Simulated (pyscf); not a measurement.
Single points on ωB97X-D3(BJ)/def2-SVP structures (PySCF, gas phase). Correlated levels are frozen-core, on RHF or UHF. ΔMP2 is the change of the MP2 total energy from the triple- to the quadruple-zeta basis.

Q: What are the homolytic bond dissociation enthalpies (298 K) of H₂As–AsH₂ at CCSD(T)/def2-TZVPP + ΔMP2(QZVPP), weakest first?

A: As–As to AsH₂• + AsH₂•: 2.14 eV; As–H to •HAs–AsH₂ + H•: 3.18 eV. Ring and multiple bonds, and those that leave no two simple radicals, are not listed. Other isomers of •HAs–AsH₂ were not searched in full and may lie lower. The CCSD(T) − MP2 part came from Ansatz, without density fitting, on the same reference. The frozen core leaves the outer d or s,p core shells of the metals and heavy elements correlated in the MP2 and CC values, and def2-TZVPP describes them poorly, which can shift differences by a few kcal/mol. Elements up to Kr have no core potential and no relativistic terms here.
